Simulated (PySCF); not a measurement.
**Working out the ionisation energy of Mg**

Mg [Ne] 3s2 (1S) → Mg⁺ [Ne] 3s1 (2S). Calculation: PySCF 2.14, in aug-cc-pCVQZ; the non-relativistic Hamiltonian (point nucleus). Frozen: nothing. Energies in hartree (1 hartree = 27.21139 eV):

| part | Mg (lower) | Mg⁺ (upper) |
| --- | --- | --- |
| UHF | -199.614234 | -199.371490 |
| MP2 opposite-spin | -0.288446 | -0.261358 |
| MP2 same-spin | -0.088353 | -0.085954 |

What does Hartree-Fock give?

(-199.371490) − (-199.614234) = 0.242744 hartree = 6.605 eV.

What do MP2 and SCS-MP2 (6/5 opposite-spin, 1/3 same-spin) give?

The opposite-spin parts differ by 0.737 eV and the same-spin parts by 0.065 eV. MP2: 6.605 + (0.737) + (0.065) = 7.407 eV. SCS-MP2: 6.605 + 1.2 × (0.737) + (0.065)/3 = 7.511 eV.

Measured between the centres of the two terms (NIST): 7.646 eV, so MP2 (all electrons) is off by -0.239 eV.

What remains against the reference includes basis incompleteness and correlation beyond second order.
